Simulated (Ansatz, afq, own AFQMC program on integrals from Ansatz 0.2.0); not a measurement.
AFQMC on a folder of integrals that Ansatz 0.2.0 wrote.

```yaml
crystal:
  periodic: [false, false, false]
  atoms:
    - {symbol: B, position_ang: [0.000000, 0.000000, 0.000000]}
basis:
  gaussian: {orbitals: aug-cc-pVTZ}
total_charge: -1
magnetization: {spin_polarized: true, initial_magnetization: 2}
correlation: {method: ccsd_t, electrons: outside_noble_gas, hamiltonian_folder: ham}
```

```sh
$ ansatz run in.yaml --threads 1 --pin off --events-out ev --progress --plain --max-ram 16896MiB --backend cuda --devices 0, --max-vram 18GiB
```

afq runs on the folder ham with

```
--method free --trial cisd --walkers 4000 --time-step 0.03 --max-blocks 4000 --target-error 0.00024 --factor-cut 1e-05 --seed 1076 --times 0,0.3,0.6,1.2,1.8,2.4,3.6,4.8,6 --taylor-order 8
```

Times are imaginary, in 1/Eh. The walk had a cap of 67 s.

```
orbitals 45  electrons 3 1  factors 270 of 270
reference energy -24.52094708 Eh
CCSD correlation -0.08228476 Eh in 11 cycles, weight of the determinant in the CISD state 0.9148
repeat  energy at the last time / Eh  error
    10  -24.607846  0.000068
    20  -24.607845  0.000041
    30  -24.607880  0.000034
time / (1/Eh)  energy / Eh  error  mean overlap
  0.00  -24.603231  0.000003  1.0930
  0.30  -24.605230  0.000008  1.0931
  0.60  -24.606183  0.000011  1.0930
  1.20  -24.607022  0.000016  1.0950
  1.80  -24.607408  0.000016  1.0972
  2.40  -24.607619  0.000021  1.1009
  3.60  -24.607793  0.000027  1.1041
  4.80  -24.607883  0.000046  1.1091
  6.00  -24.607882  0.000032  1.1168
energy -24.607882 +/- 0.000032 Eh
```

Question: Estimate how long the walk took on 1 × NVIDIA H100 80GB HBM3 with 2 threads of AMD EPYC 7R13 Processor (Zen 3), on a shared host (the card was shared).

Answer: 32 s of wall time.

The run passed its tests (error under three times the target), which doesn't prove that it has relaxed.

Against this walk (error 0.9 meV) on the same determinant: CCSD(T) 27.3 meV higher, CCSDT(Q) 4.0 meV lower, full CI 4.8 meV lower. The error is statistical, and a free projection of finite length keeps a remainder of its start.

Cautions: remainder of the start not in the error.

CCSDT and higher add their correlation energy to the determinant of the CCSD(T) run, since their own runs factorise the integrals more tightly (a shift of under 2 meV). A walk keeps the symmetry of its determinant, which the program's search chose and which needn't be the lowest solution, so a lower state of the same spin and another symmetry isn't excluded.
